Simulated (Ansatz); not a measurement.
Process, species as SMILES: CCS [ethanethiol] → S[CH]C + H atom (the C-H bond breaks)

Property: bond dissociation energy (electronic), in kcal/mol. Set-up: spin-orbit terms left out; 6-31G* and kin with 6d, 5d where marked; UHF or UKS for open shells; non-relativistic; valence correlation only; no dispersion term unless named; 6-311+G** with 5d, 6d on Na to Ar in Ansatz (a program for electronic structure); LANL2DZ with its own core potentials from Na on. CBS(X,Y): correlation extrapolated as X^-3; Hartree-Fock from the larger set. [CCSD(T)-MP2]/basis is that difference in the basis named. Ab initio and DFT rows: single points at B3LYP-D3(BJ) geometries (Ansatz).

Coupled cluster (Ansatz) is a level with limits of its own, used here on species with T1 under 0.025 (0.045 for open shells) and stable references: RI-MP2/CBS(cc-pV(T+d)Z,cc-pV(Q+d)Z)+[CCSD(T)-MP2]/cc-pV(T+d)Z.

Value to compare with, RI-MP2/CBS(cc-pV(T+d)Z,cc-pV(Q+d)Z)+[CCSD(T)-MP2]/cc-pV(T+d)Z (Ansatz): 101.9 kcal/mol.

```json
[
 {"level": "PBE/STO-3G", "program": "Ansatz", "bond dissociation energy (electronic) (kcal/mol)": "122.1", "difference": "20.2"},
 {"level": "PBE/3-21G", "program": "Ansatz", "bond dissociation energy (electronic) (kcal/mol)": "104.6", "difference": "2.7"},
 {"level": "PBE/LANL2DZ", "program": "Ansatz", "bond dissociation energy (electronic) (kcal/mol)": "102.2", "difference": "0.3"},
 {"level": "PBE/6-31G*", "program": "Ansatz", "bond dissociation energy (electronic) (kcal/mol)": "97.9", "difference": "-4.0"},
 {"level": "PBE/def2-SVP", "program": "Ansatz", "bond dissociation energy (electronic) (kcal/mol)": "94.9", "difference": "-7.0"},
 {"level": "PBE/6-311+G**", "program": "Ansatz", "bond dissociation energy (electronic) (kcal/mol)": "96.2", "difference": "-5.7"},
 {"level": "PBE/def2-TZVPD", "program": "Ansatz", "bond dissociation energy (electronic) (kcal/mol)": "94.8", "difference": "-7.1"}
]
```

Among the 6 habitual levels, PBE/STO-3G lies farthest from RI-MP2/CBS(cc-pV(T+d)Z,cc-pV(Q+d)Z)+[CCSD(T)-MP2]/cc-pV(T+d)Z (Ansatz) (20.2 kcal/mol) and PBE/LANL2DZ nearest (0.3); 3 of 6 lie above it, and their mean absolute difference is 6.6 kcal/mol, the median 4.8. One case shows no general order.

The sets are all those run for this method; runs whose electronic state is in doubt are left out.
